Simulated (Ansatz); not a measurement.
We consider zinc-blende MgS (metastable phase), described by HSE06-D3(BJ) in Ansatz (PAW).

Settings: plane-wave cutoff 460 eV, 8×8×8 k mesh, Fermi–Dirac smearing 0.01 eV, scalar-relativistic PAW data made under PBE.

Energies at three volumes about the minimum:

```json
[
 {"V (Å³/atom)": "21.278", "E − E_lowest (meV/atom)": "2.76"},
 {"V (Å³/atom)": "21.703", "E − E_lowest (meV/atom)": "0.00"},
 {"V (Å³/atom)": "22.369", "E − E_lowest (meV/atom)": "2.50"}
]
```

Fit a parabola by hand: where is the minimum, what lattice constant follows, and what is the bulk modulus?

Slopes: (0.00 − 2.76)/(21.703 − 21.278) = -6.494 and (2.50 − 0.00)/(22.369 − 21.703) = 3.754 meV/Å³. Curvature E″ = 2 × (3.754 − (-6.494))/(22.369 − 21.278) = 18.786 meV/Å⁶. From the middle of the first interval, the slope vanishes at V0 = 21.4905 − (-6.494)/18.786 = 21.836 Å³/atom. B = V0 E″ = 21.836 × 18.786 meV/Å³ × 0.1602 GPa per meV/Å³ = 65.7 GPa. With 8 atoms in the cube, a = (8 × 21.836)^(1/3) = 5.590 Å. The full Birch–Murnaghan fit to all volumes gives V0 = 21.825 Å³/atom and B0 = 64.9 GPa.

Ansatz is a program for electronic structure.
